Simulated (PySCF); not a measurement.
Species: C4H2S.
InChI=1S/C4H2S/c1-2-3-4-5/h1,3H

Theory: MP2 and CCSD/aug-cc-pVDZ in PySCF, restricted Hartree–Fock reference, 9 core orbitals frozen, non-relativistic, gas phase, PBE0-D3(BJ)/def2-SVP geometry.

E(HF) = -550.06280 Eh.

Q: How large is the problem?

A: 137 basis functions and 42 electrons; 9 orbitals frozen, which leaves o = 12 correlated occupied and v = 116 virtual orbitals. That is o·v = 1392 singles and o·v(o·v + 1)/2 = 969528 distinct closed-shell doubles amplitudes before symmetry; the costliest CCSD step grows as o²v⁴ = 2.6 × 10^10.

Q: What are the MP2 and CCSD correlation energies?

A: MP2 -0.6559 Eh and CCSD -0.6811 Eh, which gives totals of -550.71868 and -550.74390 Eh. That is 0.772 eV for each correlated electron at CCSD (1788 kJ/mol in all, 0.124 % of the total energy); MP2 gives 96.3 % of the CCSD value.

Q: What is the T1 diagnostic?

A: 0.0163, below the customary warning level of 0.02. It is the norm of the spatial-orbital singles amplitudes over the root of the number of correlated electrons, so the norm is 0.080.

Q: How does correlation change the dipole moment?

A: HF gives 0.69 D and CCSD (unrelaxed density) 0.35 D, a change of -0.34 D; the two vectors are 48° apart.

Connected triples and the basis-set limit are missing.

The job also held the EOM ionisation roots. On an Arm Neoverse V1 with one thread, on a shared host, this took 3.0 min wall.
